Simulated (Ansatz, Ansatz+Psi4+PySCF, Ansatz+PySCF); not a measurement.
```xyz
5

C     0.0010   -0.5890    0.0000
O     0.0010    0.7970    0.0000
H     1.0167   -0.8585    0.0000
H    -0.4577   -1.0069    0.9033
H    -0.4577   -1.0069   -0.9033
```

Basis set: cc-pVTZ (spherical functions). Correlated methods keep 2 orbitals frozen. Correlation on ROHF uses semicanonical orbitals with singles. Charge 0, multiplicity 2.

Computed with Ansatz (development build ahead of 0.2.0); each method stands on the lowest determinant of its kind that the runs found.

Problem. Give the atomization energy at this shape (free ground-state atoms in the same class of orbitals less the molecule, no zero-point energy) of doublet CH₃O by UHF-CCSD(T), ROHF-MP2, ROHF, UHF.

Solution.

```json
{"method": "UHF-CCSD(T)", "atomization energy": "388.40 kcal/mol"}
{"method": "ROHF-MP2", "atomization energy": "389.38 kcal/mol"}
{"method": "ROHF", "atomization energy": "293.70 kcal/mol"}
{"method": "UHF", "atomization energy": "290.27 kcal/mol"}
```
